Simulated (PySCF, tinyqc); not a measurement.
Worked calculation: FCI on RHF in the sto-3g basis, frozen core, for HF, spin multiplicity 1. The lowest restricted solution is unstable here: a spin-polarised one lies 0.0282 hartree lower (PySCF). One step of it, computed by the program tinyqc.

Question. FCI: roots. Diagonalise (each vector has its largest component positive (the first on a tie)); all determinants have Ms = 0, so triplets appear too. The lowest singlet root is the correlation energy.

Occupation strings over the orbitals (2 doubly, a alpha, b beta, 0 empty; spin orbitals ordered 1a 1b 2a 2b ...): 222220 2222ab 2a222b 2222ba 2b222a 222202 2a22b2 222022 220222 2b22a2 202222

H - E(HF) between determinants (hartree), lower triangle:
```
           222220     2222ab     2a222b     2222ba     2b222a     222202     2a22b2     222022
222220   0.000000
2222ab   0.000000   0.335723
2a222b   0.000000  -0.008844   1.151099
2222ba   0.000000  -0.250975  -0.028212   0.335723
2b222a   0.000000  -0.028212  -0.091294  -0.008844   1.151099
222202   0.250975   0.055192  -0.069052  -0.055192   0.069052   0.708204
2a22b2  -0.028212   0.069052  -0.230749  -0.027254   0.084430   0.053225   1.551591
222022   0.028213   0.024025   0.022826  -0.024025  -0.022826   0.032291   0.022156   0.754878
220222   0.028213   0.024025   0.022826  -0.024025  -0.022826   0.032291   0.022156   0.053770
2b22a2   0.028212  -0.027254   0.084430   0.069052  -0.230749  -0.053225  -0.124722  -0.022156
202222   0.091294   0.084430   0.021272  -0.084430  -0.021272   0.124722   0.090693   0.191493

           220222     2b22a2    202222
220222   0.754878
2b22a2  -0.022156   1.551591
202222   0.191493  -0.090693  2.590851
```

Give: lowest roots of this matrix, relative to E(HF); lowest vectors; <S^2> of these roots; weight of the ground state by excitation level 0, 1, 2, ....

Answer.

lowest roots of this matrix, relative to E(HF) (hartree): -0.0847  0.0823  0.5485  0.7011  0.7241  0.8173  1.0091  1.0931

lowest vectors:
```
         root 1   root 2   root 3   root 4
222220   0.9506   0.0000  -0.1200   0.0000
2222ab   0.0257   0.7064   0.6692   0.0000
2a222b  -0.0100   0.0239  -0.0706   0.0000
2222ba  -0.0257   0.7064  -0.6692   0.0000
2b222a   0.0100   0.0239   0.0706   0.0000
222202  -0.3049   0.0000  -0.2606   0.0000
2a22b2   0.0226  -0.0194  -0.0644   0.0000
222022  -0.0170   0.0000  -0.0407   0.7071
220222  -0.0170   0.0000  -0.0407  -0.7071
2b22a2  -0.0226  -0.0194   0.0644   0.0000
202222  -0.0188   0.0000  -0.0192   0.0000
```

<S^2> of these roots: 0.0000  2.0000  0.0000  0.0000  0.0000  0.0000  2.0000  0.0000

weight of the ground state by excitation level 0, 1, 2, ...: 0.9036  0.0015  0.0949
